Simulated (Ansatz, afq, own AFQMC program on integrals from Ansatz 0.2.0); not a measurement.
# CO, singlet in 6-31G, levels against full CI

```xyz
2

O     0.0000    0.0000    0.0000
C     0.0000    0.0000    1.5270
```

Basis 6-31G. Only valence electrons are correlated. Integrals, coupled cluster, full CI and functionals: Ansatz 0.2.0; the random walks run on the same integrals in our own AFQMC program. The CISD trial takes its coefficients from CCSD amplitudes. Released means that phaseless walkers are propagated on without the constraint, phases kept. Error bars are statistical, one sigma.

Determinant: RHF, the one that the program's search chose, which needn't be the lowest solution. The geometry is a point of a scan.

Full CI on the same integrals is exact in this basis and with this determinant's frozen core.

Cautions: restricted determinant unstable towards unrestricted (UHF 814 meV lower, ⟨S²⟩ 0.81); strong correlation (T1 0.067, weight of the determinant 0.81, largest double 0.12); (T) is large, 9 % of the CCSD correlation.

* T1 diagnostic: 0.0668
* weight of the determinant in the CISD state: 0.811
* size of the correlated space: 10 electrons in 16 orbitals

```
  level  correlation energy (eV)
    MP2                  -7.6849
   CCSD                  -7.1030
CCSD(T)                  -7.7657
```

Question: Estimate where phaseless AFQMC with a CISD trial lies against CCSD(T) on the same integrals.

Answer: 0.95 ± 0.38 mEh below CCSD(T).

Reference: full CI, correlation energy -7.841 eV. The released energy is read at 2.40 1/Eh (meV from the phaseless value at times in 1/Eh: -8 ± 7 at 0.24, -15 ± 7 at 0.51, -36 ± 8 at 0.99, -39 ± 11 at 1.62, -36 ± 19 at 2.40). The cautions show a poor starting determinant, so the rows tell how each method copes with it here, and full CI is the sure value.

```csv
level,E − E(reference) (mEh),share of correlation (%)
CCSD(T),2.76,99.04
ph-AFQMC/CISD,1.81 ± 0.38,99.37
released AFQMC,0.48 ± 0.69,99.83
```

A walk keeps the symmetry of its determinant, which the program's search chose and which needn't be the lowest solution, so a lower state of the same spin and another symmetry isn't excluded. Released energies are given only where the last usable release times agree within the noise; a slower fall can still hide under it.
